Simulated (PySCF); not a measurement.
Isomers of C10H8, from PBE0-D3(BJ)/def2-SVP geometry optimisation, gas phase in PySCF. One conformer each, no zero-point energy, no frequencies.

Question: Which isomer lies lower at this level?
A. azulene (`c1ccc2cccc-2cc1`): A = 2854, B = 1254, C = 871.2 MHz, dipole 1.13 D
B. `[CH:1]1=[CH:2][C:3]1=[CH:4][c:5]1[cH:6][cH:7][cH:8][cH:9][cH:10]1` with C3–C4–C5–C6 180°: A = 4185, B = 766.1, C = 647.6 MHz, dipole 3.18 D

Answer: A. That is azulene, `C1=CC=C2C=CC=C2C=C1`, 47.0 kcal/mol below the other.

```csv
SMILES,mapped SMILES,E (Eh),relative (kcal/mol),relative (kJ/mol),dipole (D)
c1ccc2cccc-2cc1,[cH:1]1[cH:2][cH:3][c:4]2[cH:5][cH:6][cH:7][c:8]-2[cH:9][cH:10]1,-385.12180,0.0,0.0,1.13
C1=CC1=Cc1ccccc1,[CH:1]1=[CH:2][C:3]1=[CH:4][c:5]1[cH:6][cH:7][cH:8][cH:9][cH:10]1,-385.04685,47.0,196.8,3.18
```

As drawn, the higher has a three-membered ring and a C=C bond outside aromatic rings, which the lower lacks.
